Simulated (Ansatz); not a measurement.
Process, species as SMILES: O (H2O) → H2O+ (doublet, bonded as O) + e-
B3LYP-D3(BJ)/def2-TZVP geometries, fixed; electronic energies without zero-point terms.

Basis-set convergence of the adiabatic ionisation energy at HF with Ansatz (an electronic-structure program). Cartesian d functions, on some or all atoms, in 6-31G*; all else is spherical. Open shells are unrestricted. No added dispersion term, no relativity. Functions are those of the species that has most. Reference: the value in pcseg-4, 10.946 eV, itself unsure by roughly 0.004 eV (its mean distance from aug-pcseg-3, aug-cc-pVQZ, cc-pV5Z). Deviations are taken from unrounded values.

```json
[
 {"basis": "3-21G", "functions": "13", "adiabatic ionisation energy (eV)": "10.317", "minus reference (eV)": "-0.628"},
 {"basis": "6-31G", "functions": "13", "adiabatic ionisation energy (eV)": "10.841", "minus reference (eV)": "-0.105"},
 {"basis": "pcseg-0", "functions": "13", "adiabatic ionisation energy (eV)": "10.738", "minus reference (eV)": "-0.208"},
 {"basis": "6-31G*", "functions": "19", "adiabatic ionisation energy (eV)": "10.766", "minus reference (eV)": "-0.179"},
 {"basis": "cc-pVDZ", "functions": "24", "adiabatic ionisation energy (eV)": "10.694", "minus reference (eV)": "-0.252"},
 {"basis": "def2-TZVP", "functions": "43", "adiabatic ionisation energy (eV)": "10.894", "minus reference (eV)": "-0.052"},
 {"basis": "6-311++G(2d,2p)", "functions": "47", "adiabatic ionisation energy (eV)": "10.972", "minus reference (eV)": "0.026"},
 {"basis": "cc-pVTZ", "functions": "58", "adiabatic ionisation energy (eV)": "10.867", "minus reference (eV)": "-0.078"},
 {"basis": "cc-pVQZ", "functions": "115", "adiabatic ionisation energy (eV)": "10.917", "minus reference (eV)": "-0.028"},
 {"basis": "def2-QZVPP", "functions": "117", "adiabatic ionisation energy (eV)": "10.937", "minus reference (eV)": "-0.009"},
 {"basis": "def2-QZVPPD", "functions": "132", "adiabatic ionisation energy (eV)": "10.944", "minus reference (eV)": "-0.002"},
 {"basis": "aug-pcseg-3", "functions": "183", "adiabatic ionisation energy (eV)": "10.948", "minus reference (eV)": "0.003"},
 {"basis": "cc-pV5Z", "functions": "201", "adiabatic ionisation energy (eV)": "10.939", "minus reference (eV)": "-0.007"}
]
```
